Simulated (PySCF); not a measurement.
Point groups of optimised structures. Theory: PBE0-D3(BJ)/def2-TZVP geometry optimisation, gas phase in PySCF. The symmetry is that of the one conformer found, every atom within 0.08 Å of its image; none is proved a minimum here.

Task: Point group, rotor type and polarity of `[CH3:1][O:2][S:3](=[O:4])[O:5][CH3:6]` with C1–O2–S3–O4 -28°, O2–S3–O5–C6 -84°, H–C1–O2–S3 31° (nearest H), H–C6–O5–S3 -32° (nearest H)?

Result: Cs; asymmetric top; symmetry number 1; 2 operations, which sort the 12 atoms into 7 sets; dipole 2.58 D, in the bc plane, which is the mirror; A, B, C = 4152, 2680, 2254 MHz; heavy atoms equivalent by symmetry: C1/C6, O2/O5.

Task: Point group, rotor type and polarity of `[CH2:1]=[C:2]=[S:3]`?

Result: C2v; near-prolate asymmetric top; symmetry number 2; 4 operations, which sort the 5 atoms into 4 sets; dipole 1.07 D, along a, the twofold axis; heavy atoms equivalent by symmetry: none.

Task: Point group, rotor type and polarity of `[CH3:1][O:2][S:3]([CH3:4])(=[O:5])=[O:6]` with C1–O2–S3–C4 180°, H–C1–O2–S3 61° (nearest H)?

Result: Cs; near-prolate asymmetric top; symmetry number 1; 2 operations, which sort the 12 atoms into 9 sets; dipole 3.05 D, in the ab plane, which is the mirror.

Task: What symmetry has fluoroacetylene (`C#CF`)?

Result: C∞v; linear; symmetry number 1; dipole 0.54 D, along the axis.
